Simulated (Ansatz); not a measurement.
# H3OS: the cost of one run

The runs use Ansatz 0.2.0; RKS PBE0-D4/def2-TZVP.

### 1 Where the work starts

SMILES `O[SH2+]`, 5 atoms, charge 1, spin multiplicity 1.

Atoms are counted from 1 here; the program's logs count them from 0.

Bond lengths: O1–S2 1.628 Å, O1–H3 0.990 Å, S2–H4 1.384 Å, S2–H5 1.384 Å. Angles: S2–O1–H3 108.2°, O1–S2–H4 99.6°, O1–S2–H5 99.6°, H4–S2–H5 92.9°.

Coordinates:

```
O     0.4427   -0.8562    0.3431
S    -0.4687    0.4458   -0.0079
H    -0.0109   -1.3675    1.0592
H    -0.4761    0.3565   -1.3892
H     0.5130    1.4215   -0.0052
```

This geometry comes from a loose relaxation at PBE in a small basis, which is not shown.

### 3 The grid

- angle H3–O1–S2: 15 values from 75.4 to 145.4 °
- angle H5–S2–O1: 15 values from 64.7 to 134.7 °

Nothing else is relaxed (all other coordinates rigid). Energies count from the relaxed molecule at the same level.

(The set-up runs are not shown.)

### 4 The run at angle H3–O1–S2 = 135.4°, angle H5–S2–O1 = 94.7°

Input file input.yaml:

```yaml
crystal:
  periodic: [false, false, false]
  atoms:
    - { symbol: O, position_ang: [0.421, -0.830045, 0.337885] }
    - { symbol: S, position_ang: [-0.457485, 0.440312, -0.011882] }
    - { symbol: H, position_ang: [0.347181, -1.57336, 0.962382] }
    - { symbol: H, position_ang: [-0.469103, 0.345178, -1.367667] }
    - { symbol: H, position_ang: [0.585518, 1.310948, 0.0264] }
total_charge: 1
basis:
  gaussian: { orbitals: def2-TZVP }
hamiltonian:
  xc: pbe0
  dispersion: d4
output:
  forces: true
```

Command:

```
$ ansatz run input.yaml --threads 1 --pin off --max-ram 2560MiB --backend cpu --events-out ev --progress --plain --runs-dir out
```

**Question.** How long does this run take on 1 thread of Arm Neoverse N1, shared host, and how much memory does it need?

About 2.2 s, with a peak of 0.12 GiB.
